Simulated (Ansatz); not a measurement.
The cluster S₄⁺. Total charge 1; doublet. Geometry PBE0-D4/def2-TZVP, that of the neutral singlet.

```tsv
atom	x (Å)	y (Å)	z (Å)
S1	-1.177	0.980	0.985
S2	0.903	-0.521	-0.903
S3	-0.150	1.238	-0.589
S4	0.424	-1.697	0.507
```

The structure comes from a short search, and lower isomers may exist.

Task: Estimate the α-spin orbital energies around the gap (eV) in Ansatz with PBE-D4/def2-TZVP, r2SCAN-D4/def2-TZVP, PBE0-D4/def2-TZVP.

Result: 
| orbital | PBE-D4/def2-TZVP | r2SCAN-D4/def2-TZVP | PBE0-D4/def2-TZVP |
| --- | --- | --- | --- |
| HOMO−5 | -16.10 | -16.54 | -17.53 |
| HOMO−4 | -15.02 | -15.38 | -16.33 |
| HOMO−3 | -14.53 | -14.95 | -15.81 |
| HOMO−2 | -12.49 | -12.78 | -13.70 |
| HOMO−1 | -12.41 | -12.69 | -13.58 |
| HOMO | -12.35 | -12.67 | -13.36 |
| LUMO | -10.79 | -10.92 | -10.29 |
| LUMO+1 | -7.88 | -7.67 | -6.97 |
| LUMO+2 | -7.82 | -7.67 | -6.88 |
| LUMO+3 | -5.77 | -5.46 | -4.64 |
| LUMO+4 | -2.86 | -2.41 | -1.82 |
| LUMO+5 | -2.26 | -1.83 | -1.23 |
| β HOMO | -12.27 | -12.49 | -13.40 |
| β LUMO | -11.59 | -11.47 | -10.64 |
